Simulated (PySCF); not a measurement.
Aluminium: a sound run and one with changed settings

Sound run: Al [Ne] 3s2 3p1, Al⁺ [Ne] 3s2. Calculation: PySCF 2.14, in cc-pV(T+d)Z (5s4p3d1f, 39 functions); no relativity, point nucleus. In the sound run the correlated levels freeze [Ne]. The sound run starts from symmetry-adapted Hartree-Fock orbitals and uses a fine grid where one is needed.

Changed run: all electrons correlated in a basis built for the valence shell.

```
species   method  sound run (hartree)  changed run (hartree)  converged
     Al      MP2           -241.91496             -242.01625        yes
     Al  CCSD(T)           -241.93131             -242.03499        yes
    Al⁺      MP2           -241.70114             -241.80326        yes
    Al⁺  CCSD(T)           -241.71291             -241.81737        yes
```

Ionisation energy of Al:

```tsv
method	sound run (eV)	changed run (eV)
UHF	5.598	5.598
MP2	5.818	5.796
SCS-MP2	5.803	5.783
CCSD	5.912	5.895
CCSD(T)	5.943	5.922
```

A valence basis has no tight correlating functions, so it recovers only part of the core correlation, and not evenly between atom and ion.

For comparison, NIST gives 5.986 eV between the lowest levels.
